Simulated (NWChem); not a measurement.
Species: ammonia (NH₃); SMILES N

```xyz
4

N      0.0000     0.0000     0.1389
H      0.6618     0.6618    -0.2664
H      0.2422    -0.9040    -0.2664
H     -0.9040     0.2422    -0.2664
```
Atoms are numbered in this order, from 1.

Coordinates come from a PBE0/def2-SVP optimisation.

 States above −ε(HOMO) = 6.1 eV lie in this functional's continuum and hang on the basis.

**Question.** List the 6 lowest vertical singlet excitations from PBE/6-31+G* (spherical d), full TDDFT (NWChem).

**Answer.** 
| state | energy (eV) | oscillator strength | leading excitation (squared amplitude) |
|---|---|---|---|
| S1 | 6.35 | 0.130 | HOMO → LUMO (1.00) |
| S2 | 8.23 | 0.001 | HOMO → LUMO+1 (1.00) |
| S3 | 8.23 | 0.001 | HOMO → LUMO+2 (1.00) |
| S4 | 9.67 | 0.017 | HOMO → LUMO+3 (0.96) |
| S5 | 11.01 | 0.051 | HOMO → LUMO+4 (0.97) |
| S6 | 11.01 | 0.051 | HOMO → LUMO+5 (0.97) |
